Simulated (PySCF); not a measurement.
# AlO: one state, many levels of theory

State: ²Σ⁺ (doublet), unpaired electrons σ ↑. Set-up: Al pcseg-1, O pcseg-1; no relativity (PySCF 2.14). De refers to Al + O in their high-spin ground configurations, without counterpoise correction. The functionals are run spin-unrestricted. A positive dipole means Al(−)O(+). Levels whose curve was spin-contaminated or gave no clean fit are not listed.

```json
{"Level": "LDA", "Re (Å)": "1.632", "ωe (cm⁻¹)": "988", "De (eV)": "6.39", "μ (D)": "-3.92", "CPU s a point (SCF and correlation, without the integrals)": "0.14"}
{"Level": "PBE", "Re (Å)": "1.650", "ωe (cm⁻¹)": "946", "De (eV)": "5.49", "μ (D)": "-3.84", "CPU s a point (SCF and correlation, without the integrals)": "0.27"}
{"Level": "BLYP", "Re (Å)": "1.656", "ωe (cm⁻¹)": "927", "De (eV)": "5.39", "μ (D)": "-3.75", "CPU s a point (SCF and correlation, without the integrals)": "0.21"}
{"Level": "r²SCAN", "Re (Å)": "1.634", "ωe (cm⁻¹)": "980", "De (eV)": "5.26", "μ (D)": "-4.18", "CPU s a point (SCF and correlation, without the integrals)": "0.39"}
{"Level": "PBE0", "Re (Å)": "1.635", "ωe (cm⁻¹)": "956", "De (eV)": "4.81", "μ (D)": "-4.16", "CPU s a point (SCF and correlation, without the integrals)": "0.41"}
{"Level": "r²SCAN0", "Re (Å)": "1.626", "ωe (cm⁻¹)": "965", "De (eV)": "4.67", "μ (D)": "-4.38", "CPU s a point (SCF and correlation, without the integrals)": "0.42"}
```

The bond length runs from 1.626 Å (r²SCAN0) to 1.656 Å (BLYP). De spans 4.67 eV (r²SCAN0, hybrid meta-GGA) to 6.39 eV (LDA, local density).

The state was picked by a PBE0 search and need not be the measured ground state.

The whole job (state search and all levels along the bond) took about 0.67 min on 1 thread of Intel Xeon 6975P-C (shared host), peak memory 0.39 GiB.
